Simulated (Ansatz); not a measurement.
Results of PBE+SOC (PAW; Ansatz, a quantum-chemistry and plane-wave program) for rutile SnO₂.

Numerical settings: plane-wave cutoff 520 eV, 8×8×10 k mesh (along the axes of the cell as run), Fermi–Dirac smearing 0.01 eV, PAW data made under PBE.

Cell (measured lattice):

SnO2 is modelled in the tetragonal space group P4₂/mnm (No. 136), the rutile structure, Pearson symbol tP6. Conventional cell: a = 4.7374 Å, b = 4.7374 Å, c = 3.1864 Å, α = 90.00°, β = 90.00°, γ = 90.00°. Sn on 2a is surrounded by 6 O at 2.049–2.057 Å (octahedral). O on 4f is surrounded by 3 Sn at 2.049–2.057 Å (trigonal planar). (Neighbours: up to the widest gap in distance over summed covalent radii, below 1.35, at either atom; cation-cation and far metal-metal contacts left out.)

Question: Estimate the band gap that the calculation returns.

Answer: 
- band gap = 1.26 eV (direct)

Measured, for comparison: band gap 3.81 eV (zero-point renormalisation of 215 meV (computed, non-adiabatic AHC, without the lattice-expansion part) added back here to the 1.8 K gap of; inputs from Miglio et al. (2020), arXiv:2011.12765). Computed (rounded) less measured: band gap -2.55 eV.

Note: cell and atoms aren't relaxed at this level (largest force component 0.04 eV/Å, pressure 10.8 GPa).

The computed numbers hold no vibrational or temperature effects.

Cost on a shared machine: about 90 core-seconds (a rough figure).
